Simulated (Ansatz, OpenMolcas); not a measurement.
**C2H2O (ethynol): from total energies to a heat of formation**

C2H2O has 5 atoms, charge 0, and is taken as a singlet. SMILES: `C#CO`. The coordinates come from a PBE0-D4/def2-TZVP relaxation.

Total energies at r2SCAN/cc-pVTZ (OpenMolcas 26.06); the atoms run unrestricted:

```
species    state  energy (Eh)
  C2H2O  singlet  -152.514824
      C  triplet   -37.832099
      O  triplet   -75.054619
      H  doublet    -0.499928
```

Harmonic wavenumbers at PBE0-D4/def2-TZVP, in cm⁻¹: 409, 453, 549, 649, 1111, 1251, 2304, 3500, 3811.

Measured heats of formation of the gaseous atoms at 298.15 K, in kJ/mol: C 716.9, O 249.2, H 218.0. Spin-orbit lowering of the atoms at 298 K (mean of the ground term's levels less their thermal mean, from spectra), in kJ/mol: C 0.02, O 0.40. Take 1 Eh = 2625.50 kJ/mol, 1 cm⁻¹ = 0.0119627 kJ/mol, RT = 2.479 kJ/mol.

Q: What heat of formation follows?

A: 
1. Electronic atomisation energy: 2 × (-37.832099) + (-75.054619) + 2 × (-0.499928) − (-152.514824) = 0.796151 Eh = 2090.3 kJ/mol.
2. Zero-point energy: half the sum of the wavenumbers, 7018.5 cm⁻¹ = 84.0 kJ/mol.
3. Thermal vibrational enthalpy, Σ hcν̃/(exp(hcν̃/kT) − 1): 2.4 kJ/mol. Translation, rotation and pV of a non-linear molecule: 4 RT = 9.9 kJ/mol.
4. The 5 free atoms carry 5/2 RT each: 31.0 kJ/mol.
5. Spin-orbit coupling lowers the free atoms by 2 × 0.02 + 0.40 = 0.4 kJ/mol.
6. Atomisation enthalpy at 298 K: 2090.3 − 0.4 − 84.0 − 2.4 − 9.9 + 31.0 = 2024.6 kJ/mol.
7. Sum of the atoms' heats of formation: 2119.0 kJ/mol. Heat of formation: 2119.0 − 2024.6 = +94.4 kJ/mol.

The tabulated value is +92.7 kJ/mol (Active Thermochemical Tables), so this level is off by +1.7 kJ/mol, or 0.1 % of the atomisation enthalpy that the table implies (2026.3 kJ/mol). Anharmonicity and any spin-orbit splitting of the molecule are left out.
